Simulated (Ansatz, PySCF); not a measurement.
Gas-phase enthalpy of formation at 298 K, by the atomisation route, of C=C=C (SMILES; C3H4, propa-1,2-diene). Structures are relaxed separately at B3LYP-D3(BJ)/def2-TZVP in Ansatz (a program for electronic structure). Correlated levels leave the core frozen unless marked. Open shells are spin-unrestricted. No spin-orbit coupling. No relativistic terms. Basis-set limits of correlation are two-point, X^-3; Hartree-Fock from the larger set. The bracket is a focal-point correction in the basis named. Thermal terms are rigid-rotor harmonic-oscillator values from B3LYP-D3(BJ) frequencies (PySCF) at 298.15 K and 1 atm. 1 Eh = 627.5095 kcal/mol.

| species | count | E, RI-MP2/CBS(aug-cc-pVTZ,aug-cc-pVQZ)+[CCSD(T)-MP2]/aug-cc-pVTZ (Ansatz) (Eh) | E, PBE/def2-TZVPD (Ansatz) (Eh) | measured ΔHf at 0 K (kcal/mol) | H(298) - H(0) of the element (kcal/mol) |
|---|---|---|---|---|---|
| C=C=C | 1 | -116.49269 | -116.53939 | - | - |
| C atom | 3 | -37.79159 | -37.79605 | 169.98 | 0.25 |
| H atom | 4 | -0.49995 | -0.49962 | 51.63 | 1.01 |

Molecule: zero-point energy 34.51, H(298) - H(0) 2.97 kcal/mol. The route leaves out scalar relativity and anharmonic zero-point terms, the atoms' spin-orbit terms, and in the frozen-core level the core correlation. Atomic data: G2/97 table in ASE.

Problem. Work out De, D0 and ΔHf at 0 and 298 K at both levels, and their errors against the measured value.

Solution. 
The atoms' values sum to 716.46 (0 K) and 4.79 (thermal), in kcal/mol.
- RI-MP2/CBS(aug-cc-pVTZ,aug-cc-pVQZ)+[CCSD(T)-MP2]/aug-cc-pVTZ: De = 701.63; D0 = 701.63 - 34.51 = 667.12; ΔHf(0 K) = 716.46 - 667.12 = 49.34; ΔHf(298 K) = 49.34 + 2.97 - 4.79 = 47.52; error +2.1.
- PBE/def2-TZVPD: De = 723.37; D0 = 723.37 - 34.51 = 688.86; ΔHf(0 K) = 716.46 - 688.86 = 27.60; ΔHf(298 K) = 27.60 + 2.97 - 4.79 = 25.78; error -19.6.
Measured: 45.4 kcal/mol (Active Thermochemical Tables 1.112 (ions: stationary electron), as tabulated in the package chemicals).
